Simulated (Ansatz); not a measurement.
What does this script print? It uses Ansatz 0.2.0 through its Python package.

`ch2f2o.py`
```python
import ansatz
from ase import Atoms

atoms = Atoms(["O", "C", "F", "F", "H", "H"], positions=[
    [0.1224, 0.9784, -0.4355],
    [0.0511, -0.1379, 0.3407],
    [0.8451, -1.0244, -0.2642],
    [-1.1218, -0.6264, 0.2668],
    [-0.2048, 0.6763, -1.3292],
    [0.35, 0.0699, 1.3752],
])

first = (
    ansatz.Crystal.molecule_from_ase(atoms).calculation()
    .basis(gaussian="def2-SVP")
    .functional("PBE")
    .relax(force_tolerance=0.02, max_steps=80)
)
atoms.positions = first.run(threads=1, backend="cpu").report["positions_ang"]

rows = []
for angle in [85, 95, 105, 115, 125, 140, 160]:
    bent = atoms.copy()
    bent.set_angle(1, 0, 4, angle, indices=[4])
    model = ansatz.Crystal.molecule_from_ase(bent).calculation().basis(gaussian="def2-SVP").functional("PBE")
    rows.append((angle, model.run(threads=1, backend="cpu").report["free_energy_ev"]))
floor = min(e for _, e in rows)
for angle, e in rows:
    print(f"angle C1-O0-H4 = {angle:3d} deg   {1000 * (e - floor):9.1f} meV")
```

`python ch2f2o.py` gives:
```text
angle C1-O0-H4 =  85 deg       428.0 meV
angle C1-O0-H4 =  95 deg       118.1 meV
angle C1-O0-H4 = 105 deg         0.0 meV
angle C1-O0-H4 = 115 deg        31.1 meV
angle C1-O0-H4 = 125 deg       173.7 meV
angle C1-O0-H4 = 140 deg       516.3 meV
angle C1-O0-H4 = 160 deg      1003.3 meV
```

The scan is rigid, and the energies are electronic, in a modest basis. The zero is the lowest point of the grid, which needn't be the minimum. Timing: 8.6 s on 1 thread of Intel(R) Xeon(R) 6975P-C (Granite Rapids), on a shared host, peak memory 0.21 GiB.

(Lines on the test bed's own set-up are left out of the output.)
